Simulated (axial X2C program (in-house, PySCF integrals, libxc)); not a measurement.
# LiSi at several levels of theory

Computed with an axial X2C code built on PySCF integrals. Spin-free means the one-electron spin-free X2C Hamiltonian; two-component (2c) means X2C with spin–orbit coupling and atomic mean-field two-electron Coulomb and Gaunt terms, so the difference of the two also holds small scalar two-electron terms. Basis: Si dyall-v3z [8s7p2d1f], Li dyall-cv3z [7s8p2d] (cores contracted in-house); Gaussian nuclei, density fitting, unrestricted open shells. Masses: Si 27.977 u, Li 7.016 u.

Input file and command:
```json
{"zs": [14, 3], "q": 0, "bas": ["dyall-v3z", "dyall-cv3z"], "levels": ["PBE0", "HF", "PBE"], "cc": true, "r0": 2.49, "thr": -2.0, "nmax": 90, "npts": 10, "nst": 2, "ntry": 6}
```
```bash
python so2c.py task.json out
```

Keys: zs atomic numbers; q charge; bas basis sets; levels methods; cc coupled cluster on or off; r0 starting distance in Å; thr threshold in hartree for freezing inner shells (an s shell follows its p shell); nmax most natural virtual spinors; npts points on the curve; nst determinants followed; ntry starts of the search. HF also brings MP2.

State, spin-free: M_S = 3/2, Λ = 0 (beyond evenly filled blocks: σα, π+α, π-α); electrons by block: σα: 6, σβ: 5, π+α: 2, π+β: 1, π-α: 2, π-β: 1. Fragments: Si + Li.

State, 2c: Ω = 3/2 (⟨Sz⟩ = 1.50, ⟨Lz⟩ = 0.00 at PBE0); electrons by block: 1/2: 7, -1/2: 7, 3/2: 2, -3/2: 1. Fragments: Si + Li.

```
Hamiltonian    level  Re (Å)  ωe (cm⁻¹)  ωexe (cm⁻¹)  Be (cm⁻¹)  De (eV)  D0 (eV)  k (mdyn/Å)  μ (D)
  spin-free     PBE0   2.365      450.3         3.27     0.5375     1.82     1.79        0.67   5.95
  spin-free       HF   2.393      445.6         3.32     0.5248     1.27     1.24       0.656   6.60
  spin-free      MP2   2.390      449.0         2.91      0.526     1.79     1.76       0.666    n/a
  spin-free     CCSD   2.386      448.8         3.12     0.5281     1.74     1.72       0.666    n/a
  spin-free  CCSD(T)   2.387      447.8         3.07     0.5273     1.80     1.77       0.663    n/a
  spin-free      PBE   2.376      438.1         3.35     0.5324     1.84     1.81       0.634   5.61
         2c     PBE0   2.365      450.2         3.27     0.5374     1.82     1.79        0.67   5.95
         2c       HF   2.393      445.5         3.32     0.5247     1.26     1.23       0.656   6.60
         2c      MP2   2.390      448.9          2.9      0.526     1.80     1.77       0.666    n/a
         2c     CCSD   2.386      448.7         3.19      0.528     1.75     1.72       0.666    n/a
         2c  CCSD(T)   2.388      447.8         3.11     0.5272     1.80     1.77       0.663    n/a
         2c      PBE   2.376      438.0         3.35     0.5323     1.84     1.81       0.634   5.61
```

Correlated methods: 5 electrons correlated (number of frozen shells: Si 2 s, 1 p; Li 1 s), 143 virtual spin orbitals or spinors in MP2, 61 natural virtuals in coupled cluster.

Dipoles are positive if Li is the positive end.

Occupations by symmetry block were frozen at the best pattern of an incomplete PBE0 search. De is counted from the lowest determinant-based energies of the atoms at the same level, without counterpoise correction. Density functionals use the spin component along the axis (collinear). Coupled cluster ran in a truncated set of natural virtual spinors; the MP2 energy of the rest was added. (T) has no such correction and the atoms are truncated less, which lowers De at CCSD(T) by a hundredth of an eV or more. In 2c an atomic determinant is not the ground J level, so De misses part of the atomic spin–orbit lowering. This holds for PBE0, MP2, CCSD, CCSD(T), PBE. PBE0 can misorder states that lie within some tenths of an eV, so this need not be the ground state of the molecule. The nearest other spin-free determinant of the search, M_S = 1/2, Λ = 1, lies 0.72 eV up at the distance of the search. The functionals have no current-density term, which raises determinants with orbital currents, atoms included. With several unpaired electrons one determinant need not be a pure state. This is the top spin component of a Σ state; components of lower Ω are not single determinants and can lie lower.

Rough cost a point (2c) on 1 thread(s) of a shared host, integrals apart: PBE0 0.14 s, HF 0.1 s, CCSD(T) 0.5 s, PBE 0.1 s.
